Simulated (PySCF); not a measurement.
# Working out the ionisation energy of Mg

Mg [Ne] 3s2 (1S) → Mg⁺ [Ne] 3s1 (2S). All numbers are calculated (PySCF 2.14, the non-relativistic Hamiltonian (point nucleus), in aug-cc-pCVTZ (8s7p5d3f, 75 functions)). Frozen: nothing. Energies in hartree (1 hartree = 27.21139 eV):

```json
{"part": "UHF", "Mg (lower)": "-199.613351", "Mg⁺ (upper)": "-199.370575"}
{"part": "CCSD correlation", "Mg (lower)": "-0.336888", "Mg⁺ (upper)": "-0.301649"}
{"part": "(T)", "Mg (lower)": "-0.003474", "Mg⁺ (upper)": "-0.002232"}
```

**Question.** What does Hartree-Fock give?

**Answer.** (-199.370575) − (-199.613351) = 0.242776 hartree = 6.606 eV.

**Question.** What do CCSD and CCSD(T) give?

**Answer.** The CCSD correlation energies differ by 0.035239 hartree = 0.959 eV and the triples by 0.001242 hartree = 0.034 eV, so CCSD gives 7.565 eV and CCSD(T) 7.599 eV.

Measured between the centres of the two terms (NIST): 7.646 eV, so CCSD(T) (all electrons) is off by -0.047 eV.

What remains against the reference includes basis incompleteness and higher excitations.
